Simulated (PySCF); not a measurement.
**SF₃: structure of the doublet**

Aim: relax SF₃ as a doublet from a trigonal pyramidal start, check by its vibrations whether the end is a minimum, and collect its spectrum and constants.

Method: PBE0, basis S def2-TZVP, F def2-TZVP, no relativity, density fitting; program: PySCF 2.14.0.

## 1. Where the work starts

4 atoms, charge 0, spin multiplicity 2.

Bond lengths: S1–F2 1.670 Å, S1–F3 1.670 Å, S1–F4 1.670 Å. Angles: F2–S1–F3 99.8°, F2–S1–F4 99.8°, F3–S1–F4 99.8°.

```xyz
4
charge 0 multiplicity 2
S     0.0000    0.0000    0.0000
F     1.4745    0.0000    0.7840
F    -0.7373    1.2770    0.7840
F    -0.7373   -1.2770    0.7840
```

## 2. The SCF at the typed geometry

One driver script runs all steps and calls PySCF; scf.py shows how it sets up the SCF of each step. The optimiser is the driver's own. After this first run the driver tries any further starts and a stability analysis.

scf.py reads:

```python
from pyscf import gto, scf, dft
mol = gto.M(atom='''
S      0.000000     0.000000     0.000000
F      1.474500     0.000000     0.784000
F     -0.737300     1.277000     0.784000
F     -0.737300    -1.277000     0.784000''',
    basis={'S': 'def2-TZVP', 'F': 'def2-TZVP'},
    charge=0, spin=1)
mf = dft.UKS(mol, xc='PBE0')
mf.grids.atom_grid = (50, 194)
aux = {'S': 'def2-universal-JKFIT', 'F': 'def2-universal-JKFIT'}
mf = mf.density_fit(auxbasis=aux)
mf.conv_tol = 1e-08
mf.diis_space = 10
mf.max_cycle = 60
mf.init_guess = 'minao'
mf.verbose = 4
mf.kernel()
```

Command:

```sh
$ OMP_NUM_THREADS=4 python axn.py task.json out
```

What it wrote:

```text
init E= -697.706124612637
[... the frontier-level lines of each cycle are left out ...]
cycle= 1 E= -697.176638183319  delta_E= 0.529  |g|= 0.628  |ddm|= 1.53
cycle= 2 E= -696.824294604808  delta_E= 0.352  |g|= 1.23  |ddm|= 0.99
cycle= 3 E= -697.315099446735  delta_E= -0.491  |g|= 0.0473  |ddm|= 0.598
cycle= 4 E= -697.315815974661  delta_E= -0.000717  |g|= 0.0261  |ddm|= 0.0527
cycle= 5 E= -697.315998619428  delta_E= -0.000183  |g|= 0.0147  |ddm|= 0.0253
cycle= 6 E= -697.316070178429  delta_E= -7.16e-05  |g|= 0.00293  |ddm|= 0.00814
cycle= 7 E= -697.316077358171  delta_E= -7.18e-06  |g|= 0.00101  |ddm|= 0.00485
cycle= 8 E= -697.316078583282  delta_E= -1.23e-06  |g|= 0.000306  |ddm|= 0.00214
cycle= 9 E= -697.316078850524  delta_E= -2.67e-07  |g|= 0.000131  |ddm|= 0.00108
cycle= 10 E= -697.316078887162  delta_E= -3.66e-08  |g|= 4.08e-05  |ddm|= 0.000412
cycle= 11 E= -697.316078890662  delta_E= -3.5e-09  |g|= 1.87e-05  |ddm|= 0.000126
Extra cycle  E= -697.316078890785  delta_E= -1.23e-10  |g|= 2.29e-05  |ddm|= 3.15e-05
converged SCF energy = -697.316078890785  <S^2> = 0.75674986  2S+1 = 2.0067385
```

This step, with its further starts and checks, ran for 11 s (4 threads of Arm Neoverse N1, shared host).

No lower solution of this spin turned up in the test of internal stability.

## 3. Relaxing the doublet from the trigonal pyramidal start

The program finds C3v symmetry in the start, which this walk keeps.

Edit scf.py of step 2 so:

```diff
@@ -3,4 +3,4 @@
-S      0.000000     0.000000     0.000000
-F      1.474500     0.000000     0.784000
-F     -0.737300     1.277000     0.784000
-F     -0.737300    -1.277000     0.784000''',
+S      0.000003    -0.000000    -0.502255
+F      1.474541     0.000000     0.281753
+F     -0.737273     1.276992     0.281741
+F     -0.737273    -1.276992     0.281741''',
@@ -16 +15,0 @@
-mf.init_guess = 'minao'
```

Steps of the walk:

| step | energy (Eh) | change (kJ/mol) | largest symmetric gradient (Eh/bohr) |
| --- | --- | --- | --- |
| 0 | -697.316075 | 0.00 | 0.03394 |
| 1 | -697.324662 | -22.55 | 0.08945 |
| 2 | -697.335600 | -51.27 | 0.00439 |
| 3 | -697.335624 | -51.33 | 0.00047 |
| 4 | -697.335624 | -51.33 | 0.00007 |

The walk took 13 s.

Geometry (Å) and forces (eV/Å) at some steps, with the part that breaks the symmetry left in:

```
step 0
S    0.000   0.000  -0.502   3.812   0.000  -1.745
F    1.475   0.000   0.282  -2.617   0.000  -0.771
F   -0.737   1.277   0.282  -0.597  -1.682   1.258
F   -0.737  -1.277   0.282  -0.597   1.682   1.258
step 1
S    0.000   0.000  -0.699   2.420   0.000   4.599
F    1.314   0.000   0.347  -0.960   0.000  -2.820
F   -0.657   1.138   0.347  -0.730  -0.606  -0.890
F   -0.657  -1.138   0.347  -0.730   0.606  -0.890
step 2
S    0.000   0.000  -0.597   3.093   0.000  -0.226
F    1.331   0.000   0.313  -0.634   0.000  -1.331
F   -0.666   1.153   0.313  -1.230  -0.315   0.779
F   -0.666  -1.153   0.313  -1.230   0.315   0.779
step 3
S    0.000   0.000  -0.602   3.058   0.000   0.024
F    1.330   0.000   0.315  -0.655   0.000  -1.410
F   -0.665   1.152   0.315  -1.202  -0.334   0.693
F   -0.665  -1.152   0.315  -1.202   0.334   0.693
step 4
S    0.000   0.000  -0.602   3.061   0.000  -0.002
F    1.329   0.000   0.315  -0.640   0.000  -1.402
F   -0.665   1.151   0.315  -1.210  -0.322   0.702
F   -0.665  -1.151   0.315  -1.210   0.322   0.702
```

After 4 steps and 51.3 kJ/mol it ends at C3v: S–F 1.615 Å (×3); F–S–F 91.0° (×3). A gradient of 0.0595 Eh/bohr that breaks the symmetry is left: this electronic state wants a lower symmetry.

## 4. Releasing the symmetry

The geometry is nudged along the force that breaks the symmetry.

The program finds Cs symmetry in the start, which may break. Threshold on the gradient: 0.0003 Eh/bohr, with a further test on the energy change.

Edit scf.py of step 3 so:

```diff
@@ -3,4 +3,4 @@
-S      0.000003    -0.000000    -0.502255
-F      1.474541     0.000000     0.281753
-F     -0.737273     1.276992     0.281741
-F     -0.737273    -1.276992     0.281741''',
+S      0.064029     0.000000    -0.597997
+F      1.293661     0.000000     0.268794
+F     -0.700707     1.126276     0.368782
+F     -0.700707    -1.126276     0.368782''',
```

Steps of the walk:

| step | energy (Eh) | change (kJ/mol) | largest gradient (Eh/bohr) |
| --- | --- | --- | --- |
| 0 | -697.341096 | 0.00 | 0.04386 |
| 1 | -697.345651 | -11.96 | 0.00779 |
| 2 | -697.345888 | -12.58 | 0.00562 |
| 3 | -697.345920 | -12.67 | 0.00504 |
| 4 | -697.346058 | -13.03 | 0.00060 |
| 5 | -697.346059 | -13.03 | 0.00017 |

The walk took 16 s.

Geometry (Å) and forces (eV/Å) at some steps:

```
step 0
S    0.064   0.000  -0.598  -1.612   0.000   0.060
F    1.294   0.000   0.269   2.255   0.000   0.649
F   -0.701   1.126   0.369  -0.321  -0.444  -0.355
F   -0.701  -1.126   0.369  -0.321   0.444  -0.355
step 1
S    0.073   0.000  -0.559  -0.020   0.000   0.088
F    1.422   0.000   0.243  -0.401   0.000   0.000
F   -0.769   1.083   0.362   0.210   0.099  -0.044
F   -0.769  -1.083   0.362   0.210  -0.099  -0.044
step 3
S    0.063   0.000  -0.577  -0.104   0.000   0.260
F    1.377   0.000   0.256   0.192   0.000  -0.056
F   -0.742   1.088   0.364  -0.044   0.101  -0.102
F   -0.742  -1.088   0.364  -0.044  -0.101  -0.102
step 5
S    0.063   0.000  -0.567   0.011   0.000   0.004
F    1.391   0.000   0.251  -0.007   0.000  -0.001
F   -0.749   1.093   0.362  -0.002  -0.003  -0.002
F   -0.749  -1.093   0.362  -0.002   0.003  -0.002
```

End point (Cs, 5 steps, 13.0 kJ/mol gained): S–F 1.560 Å, S–F 1.648 Å (×2); F–S–F 83.1°, F–S–F 97.1° (×2).

## 5. Is it a minimum? Harmonic modes

The point is checked on the finer grid, and tightened if its gradient asks for it. The Hessian and the dipole derivatives come from central differences of analytic gradients, with steps of 0.02 bohr.

Edit scf.py of step 4 so:

```diff
@@ -3,4 +3,4 @@
-S      0.064029     0.000000    -0.597997
-F      1.293661     0.000000     0.268794
-F     -0.700707     1.126276     0.368782
-F     -0.700707    -1.126276     0.368782''',
+S      0.063416     0.000000    -0.571719
+F      1.390784     0.000000     0.247186
+F     -0.748798     1.093191     0.357286
+F     -0.748798    -1.093191     0.357286''',
@@ -10 +10 @@
-mf.grids.atom_grid = (50, 194)
+mf.grids.atom_grid = (75, 302)
@@ -13 +13 @@
-mf.conv_tol = 1e-08
+mf.conv_tol = 1e-10
```

This SCF starts from the last density.

Log of the central SCF (cycles and frontier levels):

```text
init E= -697.346086414716
[... the frontier-level lines of each cycle are left out ...]
cycle= 1 E= -697.346086414679  delta_E= 3.69e-11  |g|= 1.35e-05  |ddm|= 9.1e-06
cycle= 2 E= -697.346086414576  delta_E= 1.03e-10  |g|= 2.28e-05  |ddm|= 1.59e-05
cycle= 3 E= -697.346086414733  delta_E= -1.57e-10  |g|= 7.27e-07  |ddm|= 1.03e-05
cycle= 4 E= -697.346086414734  delta_E= -1.48e-12  |g|= 1.77e-07  |ddm|= 4.2e-07
Extra cycle  E= -697.346086414734  delta_E= 7.96e-13  |g|= 2.77e-07  |ddm|= 2.57e-07
converged SCF energy = -697.346086414734  <S^2> = 0.75612323  2S+1 = 2.0061139
```

The whole step took 84 s.

Geometry: Cs; S–F 1.560 Å, S–F 1.649 Å (×2); F–S–F 83.1°, F–S–F 97.1° (×2).

Modes, for the most abundant isotopes:

| symmetry | ω (cm⁻¹) | IR (km/mol) |
| --- | --- | --- |
| a'' | 385i | 54.6 |
| a'' | 288 | 111 |
| a' | 371 | 4.0 |
| a' | 514 | 3.3 |
| a' | 761 | 196 |
| a' | 893 | 126 |

With 1 mode imaginary (up to 385i cm⁻¹) this point is a saddle.

Properties at this point:

```yaml
Dipole_moment: 1.70 D
Highest_occupied_level: -5.89 eV
Lowest_empty_level: -2.19 eV
Rotational_constants: 0.2749, 0.2258, 0.1619 cm⁻¹
Zero-point_energy_real_modes: 16.9 kJ/mol
Principal_polarisabilities: 19.8, 22.6, 24.0 bohr³
Atomisation_energy_without_zero-point_energy: 903 kJ/mol
Principal_traceless_quadrupole_moments_about_the_centre_of_mass: -2.40, -0.11, 2.51 D Å
Spin_squared_⟨S²⟩: 0.756
```

Populations by atom (charges in e):

| atom | Mulliken | Löwdin | polar tensor | spin (Mulliken) | Mayer order to S1 |
| --- | --- | --- | --- | --- | --- |
| S1 | 0.57 | 0.44 | 1.63 | 0.85 | – |
| F2 | -0.15 | -0.07 | -0.46 | 0.02 | 1.08 |
| F3,4 | -0.21 | -0.18 | -0.59 | 0.07 | 0.96 |

Outer orbital energies (eV). α occupied: -15.85, -14.19, -13.93, -12.97, -12.36, -11.90, -11.67, -5.89; empty: -2.19, 0.24, 5.92, 6.32. β occupied: -15.67, -15.60, -13.73, -13.69, -12.84, -12.23, -11.52, -11.22; empty: -1.81, -1.75, 0.64, 6.11.

Mulliken populations on S1: s 5.87, p 8.90, d 0.57, f 0.09.

## 6. Following the imaginary mode

The atoms are moved a little along the softest imaginary mode and relaxed again.

The program finds C1 symmetry in the start. The walk stops when the largest gradient is under 0.0003 Eh/bohr and the energy has settled too.

Edit scf.py of step 5 so:

```diff
@@ -3,4 +3,4 @@
-S      0.063416     0.000000    -0.571719
-F      1.390784     0.000000     0.247186
-F     -0.748798     1.093191     0.357286
-F     -0.748798    -1.093191     0.357286''',
+S      0.063435     0.103600    -0.571638
+F      1.390804    -0.120000     0.247266
+F     -0.801443     1.066018     0.289329
+F     -0.696115    -1.120364     0.425404''',
@@ -10 +10 @@
-mf.grids.atom_grid = (75, 302)
+mf.grids.atom_grid = (50, 194)
@@ -13 +13 @@
-mf.conv_tol = 1e-10
+mf.conv_tol = 1e-08
```

Steps of the walk:

| step | energy (Eh) | change (kJ/mol) | largest gradient (Eh/bohr) |
| --- | --- | --- | --- |
| 0 | -697.349127 | 0.00 | 0.01566 |
| 1 | -697.350904 | -4.66 | 0.01238 |
| 2 | -697.352563 | -9.02 | 0.01082 |
| 3 | -697.355214 | -15.98 | 0.01796 |
| 4 | -697.357363 | -21.62 | 0.02413 |
| 5 | -697.359903 | -28.29 | 0.03377 |
| 6 | -697.364031 | -39.13 | 0.02751 |
| 7 | -697.371407 | -58.50 | 0.01575 |
| 8 | -697.373222 | -63.26 | 0.01424 |
| 9 | -697.373970 | -65.22 | 0.00678 |
| 10 | -697.374393 | -66.34 | 0.00352 |
| 11 | -697.374461 | -66.51 | 0.00163 |
| 12 | -697.374477 | -66.56 | 0.00093 |
| 13 | -697.374480 | -66.56 | 0.00011 |

The walk ran for 44 s (4 threads of Arm Neoverse N1, shared host).

Positions (Å) and forces (eV/Å) along the way:

```
step 0
S    0.063   0.104  -0.572   0.056  -0.634   0.251
F    1.391  -0.120   0.247  -0.152  -0.251  -0.065
F   -0.801   1.066   0.289  -0.462   0.804   0.156
F   -0.696  -1.120   0.425   0.558   0.081  -0.341
step 1
S    0.044   0.111  -0.549  -0.208  -0.187  -0.006
F    1.368  -0.171   0.251   0.375  -0.153   0.095
F   -0.830   1.140   0.271  -0.210  -0.296   0.071
F   -0.625  -1.150   0.417   0.043   0.636  -0.161
step 7
S    0.104   0.222  -0.287   0.757  -0.041   0.678
F    1.622  -0.447   0.113  -0.810   0.125  -0.401
F   -1.188   1.156   0.147  -0.065  -0.143  -0.273
F   -0.582  -1.001   0.418   0.118   0.060  -0.005
step 13
S    0.160   0.286  -0.169  -0.002  -0.007   0.004
F    1.599  -0.506   0.053  -0.001  -0.003  -0.003
F   -1.244   1.128   0.087   0.002   0.006  -0.004
F   -0.558  -0.978   0.420   0.001   0.003   0.004
```

After 13 steps and 66.6 kJ/mol it ends at Cs: S–F 1.569 Å, S–F 1.657 Å (×2); F–S–F 87.9° (×2), F–S–F 163.3°.

## 7. Vibrations and properties at this point

The same treatment as at the point before.

Edit scf.py of step 6 so:

```diff
@@ -3,4 +3,4 @@
-S      0.063435     0.103600    -0.571638
-F      1.390804    -0.120000     0.247266
-F     -0.801443     1.066018     0.289329
-F     -0.696115    -1.120364     0.425404''',
+S      0.146098     0.259155    -0.226115
+F      1.585482    -0.532357    -0.007014
+F     -1.258444     1.101251     0.027770
+F     -0.572879    -1.005005     0.361027''',
@@ -10 +10 @@
-mf.grids.atom_grid = (50, 194)
+mf.grids.atom_grid = (75, 302)
@@ -13 +13 @@
-mf.conv_tol = 1e-08
+mf.conv_tol = 1e-10
```

Log of the central SCF (cycles and frontier levels):

```text
init E= -697.374365510688
[... the frontier-level lines of each cycle are left out ...]
cycle= 1 E= -697.37436551068  delta_E= 7.5e-12  |g|= 5.02e-06  |ddm|= 3.73e-06
Extra cycle  E= -697.374365510658  delta_E= 2.27e-11  |g|= 1e-05  |ddm|= 7.23e-06
converged SCF energy = -697.374365510658  <S^2> = 0.75712014  2S+1 = 2.0071075
```

The whole step took 76 s.

Geometry: Cs; S–F 1.568 Å, S–F 1.657 Å (×2); F–S–F 87.9° (×2), F–S–F 163.5°.

Harmonic modes (main isotopes):

```json
{"symmetry": "a'", "ω (cm⁻¹)": "144", "IR (km/mol)": "6.2", "type": "bend"}
{"symmetry": "a'", "ω (cm⁻¹)": "370", "IR (km/mol)": "12.7", "type": "bend"}
{"symmetry": "a''", "ω (cm⁻¹)": "476", "IR (km/mol)": "0.7", "type": "bend"}
{"symmetry": "a'", "ω (cm⁻¹)": "585", "IR (km/mol)": "11.1", "type": "stretch"}
{"symmetry": "a''", "ω (cm⁻¹)": "726", "IR (km/mol)": "549", "type": "stretch"}
{"symmetry": "a'", "ω (cm⁻¹)": "871", "IR (km/mol)": "115", "type": "stretch"}
```

No imaginary mode, so this is a minimum.

Constants and moments:

```
Dipole moment                                                   : 0.67 D
Highest occupied level                                          : -8.44 eV
Lowest empty level                                              : -4.38 eV
Rotational constants                                            : 0.4624, 0.1634, 0.1224 cm⁻¹
Zero-point energy                                               : 19.0 kJ/mol
Principal polarisabilities                                      : 15.6, 20.9, 31.9 bohr³
Atomisation energy without zero-point energy                    : 977 kJ/mol
Principal traceless quadrupole moments about the centre of mass : -5.91, 2.50, 3.42 D Å
Entropy at 298.15 K and 1 bar (electronic part: spin only)      : 296.6 J/(mol K)
Heat capacity Cp at 298.15 K                                    : 63.1 J/(mol K)
Enthalpy at 298.15 K above 0 K                                  : 14.03 kJ/mol
Rotational symmetry number                                      : 1
Spin squared ⟨S²⟩                                               : 0.757
```

Populations by atom (charges in e):

```json
{"atom": "S1", "Mulliken": "0.66", "Löwdin": "0.51", "polar tensor": "1.74", "spin (Mulliken)": "0.76", "Mayer order to S1": "–"}
{"atom": "F2,3", "Mulliken": "-0.26", "Löwdin": "-0.22", "polar tensor": "-0.64", "spin (Mulliken)": "0.10", "Mayer order to S1": "0.94"}
{"atom": "F4", "Mulliken": "-0.15", "Löwdin": "-0.08", "polar tensor": "-0.46", "spin (Mulliken)": "0.05", "Mayer order to S1": "1.09"}
```

Outer orbital energies (eV). α occupied: -15.74, -14.33, -13.24, -13.08, -12.65, -11.94, -10.55, -8.44; empty: -1.43, 1.40, 6.20, 6.81. β occupied: -16.12, -14.95, -14.21, -12.60, -12.48, -12.37, -11.84, -10.07; empty: -4.38, -0.82, 1.73, 6.84.

Mulliken populations on S1: s 5.96, p 8.75, d 0.54, f 0.08.

## 8. The points found, side by side

| spin | group | bonds | imaginary modes (cm⁻¹) | ΔE (kJ/mol) | with zero-point energy |
| --- | --- | --- | --- | --- | --- |
| doublet | Cs | S–F 1.568 Å, S–F 1.657 Å (×2) | none | 0.0 | 0.0 |
| doublet | Cs | S–F 1.560 Å, S–F 1.649 Å (×2) | 385i | 74.2 | – |

## 9. Summary of results

| quantity | value |
| --- | --- |
| minimum | doublet, Cs |
| geometry | S–F 1.568 Å, S–F 1.657 Å (×2); F–S–F 87.9° (×2), F–S–F 163.5° |
| wavenumbers (cm⁻¹) | 144 (a'), 370 (a'), 476 (a''), 585 (a'), 726 (a''), 871 (a') |
| dipole moment | 0.67 D |
| highest occupied, lowest empty level (either spin) | -8.44, -4.38 eV |
| polar-tensor charge of S1 | +1.74 e |
| zero-point energy | 19.0 kJ/mol |
| entropy at 298.15 K | 296.6 J/(mol K) |
| atomisation energy (no zero-point energy) | 977 kJ/mol |
| ⟨S²⟩ | 0.757 |

What this shows: From C3v at the start the molecule goes to a Cs minimum, after a stop at a saddle point 74.2 kJ/mol higher, from which it was pushed off along an imaginary mode. In the infrared the band at 726 cm⁻¹ (a'', stretch) leads. Most of the spin sits on S1 (Mulliken spin 0.76, against 1 for the whole molecule). Only this shape and spin were tried, so other structures or states may lie lower.

The search up to here took 4.1 min.
